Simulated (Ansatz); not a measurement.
# Mg2+ (quartet): from Hartree-Fock to the top rungs, def2-QZVPP

The task here is to estimate one member of a computed series from the others.

Program: Ansatz 0.2.0, Gaussian basis. Level of theory: def2-QZVPP, core rule «outside noble gas», up to 10 orbitals frozen. These are calculated values, not measurements.

The runs, in order: UHF; ROHF; CCSD(T) on UHF.

2 further runs of the same task are left out: 2 set aside as unsound or not needed.

## The system

The geometry is a PBE0/def2-TZVP stationary point (not a proven minimum) of the parent state, kept for this charge and spin.

2 atoms, charge 1, spin multiplicity 4.

Atoms are counted from 1 here; the program's logs count them from 0.

Bond lengths: Mg1–Mg2 2.766 Å.

The first run:

Contents of in.yaml:

```yaml
crystal:
  periodic: [false, false, false]
  atoms:
    - {symbol: Mg, position_ang: [0.000000, 0.000000, 0.000000]}
    - {symbol: Mg, position_ang: [0.000000, 0.000000, 2.765800]}
basis:
  gaussian: {orbitals: "def2-QZVPP.json"}
total_charge: 1
magnetization: {spin_polarized: true, initial_magnetization: 3}
hamiltonian: {xc: hf}
output: {orbitals: {seedname: orbitals}}
```

On the command line:

```sh
ansatz run in.yaml --threads 1 --pin off --events-out ev --progress --plain --max-ram 2393MiB
```

Steps of the session up to this table: UHF; ROHF; CCSD(T) on UHF.

One table of the session follows, with a row left open; its other results are not shown here.

```
  method  from UCCSD(T) (meV)
    ROHF               +406.8
     UHF                    ?
    UMP2               +171.5
   UCCSD                 +6.0
UCCSD(T)                    0
```

**Question.** Estimate the row for UHF.

**Answer.** from UCCSD(T) (meV): +403.0. In the column «from UCCSD(T) (meV)» it lies between UMP2 (+171.5) and ROHF (+406.8).

To keep in mind: Warnings: coupled cluster took another determinant than the lowest.
